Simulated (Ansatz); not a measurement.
# AlLiH2 (singlet): the correlation ladder at distance Al1–Li2 = 3.192 Å, 6-31G

One table from this session's results is given with a row withheld; the runs are named, their logs left out.

Computed with Ansatz 0.2.0, Gaussian basis. Level: 6-31G, core rule «outside noble gas», up to 6 orbitals frozen.

To be run: UHF; CCSD(T) on RHF; BCCD(T) on RHF; CISD; CCSDT(Q) on RHF; CCSDTQ on RHF; CASSCF and MRCISD+Q, 2 electrons in 2 orbitals; CASSCF and NEVPT2, 2 electrons in 2 orbitals; Full CI.

41 further runs of the same task are left out: 22 for a known fault of the program, 15 that didn't finish, 4 set aside as unsound or not needed.

**The geometry**

The geometry derives from a PBE0/def2-TZVP stationary point (not a proven minimum). One bond is set to the value named and the two fragments are kept rigid.

4 atoms, charge 0, spin multiplicity 1.

Atoms are counted from 1 here; the program's logs count them from 0.

Bond lengths: Al1–H3 1.618 Å, Al1–H4 1.618 Å. Angles: H3–Al1–H4 107.9°.

Coordinates:

```mol
AlH2Li
  3D, bonds by distance, orders not assigned

  4  2  0  0  0  0  0  0  0  0999 V2000
    0.0000    0.0000    0.5631 Al  0  0
    0.0000    0.0000   -2.6289 Li  0  0
    0.0000    1.3079    1.5155 H   0  0
    0.0000   -1.3079    1.5155 H   0  0
  1  3  8  0
  1  4  8  0
M  END
```

Set-up of the first run:

The input, in.yaml:

```yaml
crystal:
  periodic: [false, false, false]
  atoms:
    - {symbol: Al, position_ang: [0.000000, 0.000000, 0.563067]}
    - {symbol: Li, position_ang: [0.000000, 0.000000, -2.628933]}
    - {symbol: H, position_ang: [0.000000, 1.307862, 1.515476]}
    - {symbol: H, position_ang: [0.000000, -1.307862, 1.515476]}
basis:
  gaussian: {orbitals: 6-31G}
magnetization: {spin_polarized: true, initial_magnetization: 0}
hamiltonian: {xc: hf}
output: {orbitals: {seedname: orbitals}}
```

Started as:

```bash
$ ansatz run in.yaml --threads 1 --pin off --events-out ev --progress --plain --max-ram 2393MiB
```

Among the steps run: UHF; CCSD(T) on RHF; BCCD(T) on RHF; CISD; CCSDT(Q) on RHF; CCSDTQ on RHF; CASSCF and MRCISD+Q, 2 electrons in 2 orbitals; CASSCF and NEVPT2, 2 electrons in 2 orbitals; Full CI.

One table of the session follows, with a row left open; its other results are not shown here.

| method | from FCI (kcal/mol) |
| --- | --- |
| RHF | +40.22 |
| RMP2 | +13.07 |
| CISD | +2.61 |
| RCCSD | +1.02 |
| RCCSD(T) | +0.35 |
| BCCD(T) | +0.35 |
| RCCSDT | +0.06 |
| RCCSDT(Q) | +0.02 |
| RCCSDTQ | 0.00 |
| CASSCF pair | +30.97 |
| MRCISD pair | +1.65 |
| MRCISD+Q pair | ? |
| FCI | 0 |

Estimate the missing values for MRCISD+Q pair.

As computed: from FCI (kcal/mol): -0.32. In the column «from FCI (kcal/mol)» it is the lowest.

Not comparable, so not listed: CASSCF and NEVPT2, 2 electrons in 2 orbitals (they don't share determinant, frozen orbitals or solution with the rows shown, or repeat one).

To keep in mind: MRCISD+Q pair falls below full CI: the +Q correction isn't variational, and the cores differ from full CI's. Warnings in the runs' records: passed over end.
